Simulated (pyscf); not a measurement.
PySCF, gas phase, ωB97X-D3(BJ)/def2-SVP geometries.

Question: Estimate the classical barrier height and the reaction energy of `[S]=[SiH][SH]` + `[H][H]` → `[SiH2]=[S]` + `[SH2]` at HF/def2-TZVP. The step runs on the singlet surface, breaks S–Si, H–H and forms H–Si, H–S; take the separated reactants as zero.

Answer: ΔE‡ = 45.2 kcal/mol, ΔE = +10.6 kcal/mol. ωB97M-D3(BJ)/def2-TZVP gives 31.4 kcal/mol and +16.1 kcal/mol. Zero-point energy shifts the barrier by +2.6 kcal/mol. It is a four-centre exchange, with an imaginary mode of 1296i cm⁻¹. On the product side the descent ends in an adduct with a S–Si contact, 13.5 kcal/mol under the separated species and 26.2 kcal/mol under the saddle at ωB97X-D3(BJ)/def2-TZVP. What is counted as broken (S–Si) persists as a longer contact in the product adduct; parting that adduct is a step of its own. One saddle was located; it need not be the lowest between these sides.
